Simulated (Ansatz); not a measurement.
hcp Cd: elastic constant C66 by level of theory

No measured value is used here.

| level (code) | value (GPa) | cell (Å³/atom) |
|---|---|---|
| LDA (Ansatz) | … | 20.06 |
| PBE (Ansatz) | 22.8 | 22.89 |
| r²SCAN (Ansatz) | 43.6 | 21.98 |

Problem. Fill in the missing entries.

Solution. 
- LDA (Ansatz, a quantum-chemistry and plane-wave program), value (GPa): 47.5

Each level is taken at its own relaxed cell. Cutoffs differ between the levels. Ansatz's density-functional and Hartree–Fock values are scalar-relativistic unless marked +SOC, with PAW data made under PBE.
